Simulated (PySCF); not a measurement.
F₂O₂S.
Bonds: O1–S2 (double), S2–O3 (double), S2–F4, S2–F5.

The same species was optimised twice, with GFN2-xTB and with PBE0-D3(BJ)/def2-SVP (PySCF), and the same property calculations (PySCF, gas phase) were run on both structures.

| coordinate | GFN2-xTB | PBE0-D3(BJ)/def2-SVP | change |
| --- | --- | --- | --- |
| S2=O3 (Å) | 1.400 | 1.424 | +0.024 |
| O1=S2 (Å) | 1.400 | 1.424 | +0.024 |
| S2–F4 (Å) | 1.598 | 1.576 | -0.022 |
| S2–F5 (Å) | 1.598 | 1.576 | -0.022 |
| F4–S2–F5 (°) | 93.2 | 94.8 | +1.6 |
| O1–S2–O3 (°) | 124.9 | 125.8 | +0.9 |
| O1–S2–F4 (°) | 108.6 | 107.8 | -0.8 |
| O3–S2–F5 (°) | 108.6 | 107.9 | -0.7 |
| O1–S2–F5 (°) | 108.5 | 108.1 | -0.4 |
| O3–S2–F4 (°) | 108.5 | 108.1 | -0.4 |

Rotational constants: A = 5027, B = 4849, C = 4761 MHz (GFN2-xTB) against A = 4929, B = 4866, C = 4844 MHz (PBE0-D3(BJ)/def2-SVP). Point groups within 0.08 Å: C2v and C2v.

On the GFN2-xTB structure: HOMO (eV) -10.88 [PBE0/pcSseg-1]; LUMO (eV) -0.79 [PBE0/pcSseg-1]; dipole (D) 0.50 [PBE0/pcSseg-1]; GIAO shielding of O1/O3 (mean) (ppm) 94.6 [PBE0/pcSseg-1]; GIAO shielding of S2 (ppm) 196.8 [PBE0/pcSseg-1]; GIAO shielding of F4/F5 (mean) (ppm) 96.2 [PBE0/pcSseg-1].

What do these properties become on the PBE0-D3(BJ)/def2-SVP structure?

```json
{"property": "HOMO (eV)", "level": "PBE0/pcSseg-1", "on GFN2-xTB": "-10.88", "on PBE0-D3(BJ)/def2-SVP": "-10.72", "change": "+0.16"}
{"property": "LUMO (eV)", "level": "PBE0/pcSseg-1", "on GFN2-xTB": "-0.79", "on PBE0-D3(BJ)/def2-SVP": "-0.63", "change": "+0.16"}
{"property": "dipole (D)", "level": "PBE0/pcSseg-1", "on GFN2-xTB": "0.50", "on PBE0-D3(BJ)/def2-SVP": "0.79", "change": "+0.29"}
{"property": "energy, GFN2-xTB geometry as zero (kcal/mol)", "level": "PBE0/pcSseg-1", "on GFN2-xTB": "0.0", "on PBE0-D3(BJ)/def2-SVP": "-1.3", "change": "-1.3"}
{"property": "GIAO shielding of O1/O3 (mean) (ppm)", "level": "PBE0/pcSseg-1", "on GFN2-xTB": "94.6", "on PBE0-D3(BJ)/def2-SVP": "81.2", "change": "-13.4"}
{"property": "GIAO shielding of S2 (ppm)", "level": "PBE0/pcSseg-1", "on GFN2-xTB": "196.8", "on PBE0-D3(BJ)/def2-SVP": "182.0", "change": "-14.8"}
{"property": "GIAO shielding of F4/F5 (mean) (ppm)", "level": "PBE0/pcSseg-1", "on GFN2-xTB": "96.2", "on PBE0-D3(BJ)/def2-SVP": "106.3", "change": "+10.1"}
```

The heavy atoms differ by 0.023 Å rms after alignment. Among all bonds O1=S2 and S2=O3 change most and about equally (+0.024 Å). Changes are differences of the printed values. Neither structure is proved a minimum here.
